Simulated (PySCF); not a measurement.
**Fractional electron number in Cl⁻ (chlorine, charge -1)**

The 3p beta orbital of [Ar] is emptied in steps (occupation f), with all orbitals relaxed, ending at [Ne] 3s2 3p5. All numbers are calculated (PySCF 2.14, scalar relativity by spin-free X2C-1e, in aug-cc-pVTZ-DK). The exact energy is a straight line in f; departures are measured from the line between the end points of the same method.

```
   f  UHF (eV)  LDA (eV)  PBE (eV)  PBE0 (eV)  r2SCAN (eV)  LC-wPBE (eV)  BHandHLYP (eV)  wB97X (eV)  r2SCAN0 (eV)  BLYP (eV)
   1     0.000     0.000     0.000      0.000        0.000         0.000           0.000       0.000         0.000      0.000
0.75     0.294    -0.776    -0.745     -0.494       -0.684         0.022          -0.249      -0.043        -0.447     -0.751
 0.5     0.361    -1.055    -1.008     -0.667       -0.910         0.024          -0.347      -0.067        -0.595     -1.019
0.25     0.251    -0.803    -0.763     -0.504       -0.677         0.017          -0.270      -0.059        -0.443     -0.775
   0     0.000     0.000     0.000      0.000        0.000         0.000           0.000       0.000         0.000      0.000
```

```json
{"method": "UHF", "E(f=0) − E(f=1) (eV)": "2.364", "−ε at f=1 (eV)": "4.075", "−ε at f=0.5 (eV)": "2.252"}
{"method": "LDA", "E(f=0) − E(f=1) (eV)": "3.926", "−ε at f=1 (eV)": "-0.124", "−ε at f=0.5 (eV)": "3.854"}
{"method": "PBE", "E(f=0) − E(f=1) (eV)": "3.641", "−ε at f=1 (eV)": "-0.263", "−ε at f=0.5 (eV)": "3.594"}
{"method": "PBE0", "E(f=0) − E(f=1) (eV)": "3.559", "−ε at f=1 (eV)": "0.976", "−ε at f=0.5 (eV)": "3.530"}
{"method": "r2SCAN", "E(f=0) − E(f=1) (eV)": "3.602", "−ε at f=1 (eV)": "-0.025", "−ε at f=0.5 (eV)": "3.621"}
{"method": "LC-wPBE", "E(f=0) − E(f=1) (eV)": "3.560", "−ε at f=1 (eV)": "3.719", "−ε at f=0.5 (eV)": "3.545"}
{"method": "BHandHLYP", "E(f=0) − E(f=1) (eV)": "3.414", "−ε at f=1 (eV)": "2.153", "−ε at f=0.5 (eV)": "3.360"}
{"method": "wB97X", "E(f=0) − E(f=1) (eV)": "3.611", "−ε at f=1 (eV)": "3.435", "−ε at f=0.5 (eV)": "3.571"}
{"method": "r2SCAN0", "E(f=0) − E(f=1) (eV)": "3.532", "−ε at f=1 (eV)": "1.164", "−ε at f=0.5 (eV)": "3.545"}
{"method": "BLYP", "E(f=0) − E(f=1) (eV)": "3.562", "−ε at f=1 (eV)": "-0.359", "−ε at f=0.5 (eV)": "3.497"}
```

Orbital energy along the path (eV):

```csv
f,UHF,LDA,PBE,PBE0,r2SCAN,LC-wPBE,BHandHLYP,wB97X,r2SCAN0,BLYP
1,-4.075,0.124,0.263,-0.976,0.025,-3.719,-2.153,-3.435,-1.164,0.359
0.75,-3.048,-1.792,-1.605,-2.210,-1.774,-3.599,-2.703,-3.464,-2.336,-1.503
0.5,-2.252,-3.854,-3.594,-3.530,-3.621,-3.545,-3.360,-3.571,-3.545,-3.497
0.25,-1.621,-6.025,-5.655,-4.893,-5.427,-3.514,-4.097,-3.726,-4.723,-5.590
0,-1.114,-8.263,-7.726,-6.257,-7.193,-3.468,-4.905,-3.997,-5.881,-7.738
```

At f = 1 the orbital energy is positive for LDA, PBE, r2SCAN, BLYP: only the finite basis holds the electron.

Reference removal energy between the ground levels: 3.613 eV (measured; photodetachment measurements, as compiled on the Wikipedia data page of electron affinities). The calculation has no spin-orbit coupling. UHF lacks correlation.
